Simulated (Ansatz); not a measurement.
Harmonic frequencies (cm⁻¹) at PBE0-D4/def2-TZVP from Ansatz: 80, 226, 508, 557, 735, 802, 906, 934, 935, 1110, 1261, 2217, 2220, 2267, 3061.

Problem. Which molecule is it?
A. `C[Si]S`
B. `CS[SiH]`
C. `[SiH3]C=S`
D. `C1[SiH2]S1`

Solution. C.
